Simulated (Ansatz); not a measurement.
The same path of F2Si + H2 (5 atoms, charge 0, multiplicity 1) was run twice with different band settings. Lost on the way: H4–H5. Made: Si1–H4, Si1–H5.

All numbers below come from Ansatz 0.2.0, RKS PBE0-D4/def2-TZVP.

Relaxed end points:

```xyz
5
Properties=species:S:1:pos:R:3
Si 0.909 0.381 -1.071
F 0.982 1.389 0.173
F 1.533 -0.939 -0.413
H -1.871 -0.621 0.387
H -1.552 -0.210 0.924
```

```xyz
5
Properties=species:S:1:pos:R:3
Si -0.050 -0.013 0.015
F 0.531 1.454 -0.146
F 1.096 -1.042 -0.360
H -1.161 -0.183 -0.938
H -0.416 -0.217 1.429
```

Common settings: movable images 7; spring 5.0 eV/Å²; start path through a guess of the saddle point; force threshold 0.05 eV/Å; iteration limit 60; end points relaxed.

| run | climbing image | optimiser |
| --- | --- | --- |
| 1 | yes | quadratic models (default) |
| 2 | from the first iteration | lbfgs |

Task: What does each run give, and how far can it be trusted?

Result: Run 1: converged after 11 iterations, highest image 1.997 eV above the first end. Neighbouring images differ by up to 1.6 eV, so the band resolves the path poorly. A vibrational analysis at the climbing image gives one clearly imaginary mode, 1518i cm⁻¹: a first-order saddle point.
Run 2: converged after 22 iterations, highest image 1.997 eV above the first end. Neighbouring images differ by up to 1.6 eV, so the band resolves the path poorly. Another band between the same ends (7 images) ends at a top of the same energy, where a vibrational analysis finds 1 clearly imaginary mode.
The orbitals stay closed-shell, which can raise the energy where a bond breaks towards radicals; this wasn't checked here.
